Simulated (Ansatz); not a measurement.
**Worked example: the enthalpy of formation of HNO3 (nitric acid)**

HNO3 has 5 atoms, charge 0, and is taken as a singlet. SMILES: `O=[N+]([O-])O`. The coordinates come from a PBE0-D4/def2-TZVP relaxation. This is one conformer, not always the lowest.

Total energies at wB97X/def2-SVPD (Ansatz 0.2.0); the atoms run unrestricted:

| species | state | energy (Eh) |
| --- | --- | --- |
| HNO3 | singlet | -280.628986 |
| O | triplet | -74.989584 |
| N | quartet | -54.527961 |
| H | doublet | -0.500604 |

Harmonic wavenumbers at PBE0-D4/def2-TZVP, in cm⁻¹: 505, 609, 691, 814, 956, 1343, 1401, 1821, 3763.

Measured heats of formation of the gaseous atoms at 298.15 K, in kJ/mol: O 249.2, N 472.4, H 218.0. Spin-orbit lowering of the atoms at 298 K (mean of the ground term's levels less their thermal mean, from spectra), in kJ/mol: O 0.40. Take 1 Eh = 2625.50 kJ/mol, 1 cm⁻¹ = 0.0119627 kJ/mol, RT = 2.479 kJ/mol.

Problem. Work out the heat of formation of the gas at 298 K.

Solution. 
1. Electronic atomisation energy: 3 × (-74.989584) + (-54.527961) + (-0.500604) − (-280.628986) = 0.631669 Eh = 1658.4 kJ/mol.
2. Zero-point energy: half the sum of the wavenumbers, 5951.5 cm⁻¹ = 71.2 kJ/mol.
3. Thermal vibrational enthalpy, Σ hcν̃/(exp(hcν̃/kT) − 1): 1.6 kJ/mol. Translation, rotation and pV of a non-linear molecule: 4 RT = 9.9 kJ/mol.
4. The 5 free atoms carry 5/2 RT each: 31.0 kJ/mol.
5. Spin-orbit coupling lowers the free atoms by 3 × 0.40 = 1.2 kJ/mol.
6. Atomisation enthalpy at 298 K: 1658.4 − 1.2 − 71.2 − 1.6 − 9.9 + 31.0 = 1605.5 kJ/mol.
7. Sum of the atoms' heats of formation: 1438.0 kJ/mol. Heat of formation: 1438.0 − 1605.5 = -167.5 kJ/mol.

The tabulated value is -134.2 kJ/mol (Active Thermochemical Tables), so this level is off by -33.3 kJ/mol, or 2.1 % of the atomisation enthalpy that the table implies (1572.3 kJ/mol). Anharmonicity and any spin-orbit splitting of the molecule are left out.
